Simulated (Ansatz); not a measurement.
Wavefunction ladder for BFH2O, SMILES `OBF`

Cartesian coordinates in Å:
```
O -0.864 -0.234 -0.455
B 0.171 0.315 0.204
F 1.298 -0.374 0.378
H -0.691 -1.130 -0.762
H 0.086 1.423 0.635
```

Charge 0, multiplicity 1. The geometry is a stationary point of PBE0-D4/def2-TZVP. It is one conformer, not always the lowest. Frozen core, restricted reference, Ansatz 0.2.0. CBS rows extrapolate triple and quadruple zeta.

```json
{"basis": "def2-SVP", "HF (Eh)": "-200.10775", "MP2 corr.": "-0.45592", "CCSD corr.": "-0.47177", "(T)": "-0.00906", "CCSD(T) total": "-200.58858"}
{"basis": "def2-TZVPP", "HF (Eh)": "-200.35678", "MP2 corr.": "-0.58908", "CCSD corr.": "-0.59952", "(T)": "-0.01873", "CCSD(T) total": "-200.97503"}
{"basis": "def2-QZVPP", "HF (Eh)": "-200.36625", "MP2 corr.": "-0.63990", "CCSD corr.": "-0.64478", "(T)": "-0.02184", "CCSD(T) total": "-201.03287"}
{"basis": "CBS(def2)", "HF (Eh)": "-200.36756", "MP2 corr.": "-0.67753", "CCSD corr.": "-0.67829", "(T)": "-0.02415", "CCSD(T) total": "-201.07000"}
{"basis": "cc-pV(D+d)Z", "HF (Eh)": "-200.27285", "MP2 corr.": "-0.45887", "CCSD corr.": "-0.47446", "(T)": "-0.00943", "CCSD(T) total": "-200.75674"}
{"basis": "cc-pV(T+d)Z", "HF (Eh)": "-200.34662", "MP2 corr.": "-0.59289", "CCSD corr.": "-0.60240", "(T)": "-0.01916", "CCSD(T) total": "-200.96818"}
{"basis": "cc-pV(Q+d)Z", "HF (Eh)": "-200.36283", "MP2 corr.": "-0.64248", "CCSD corr.": "-0.64723", "(T)": "-0.02188", "CCSD(T) total": "-201.03194"}
{"basis": "CBS(cc)", "HF (Eh)": "-200.36771", "MP2 corr.": "-0.67779", "CCSD corr.": "-0.67915", "(T)": "-0.02382", "CCSD(T) total": "-201.07068"}
```
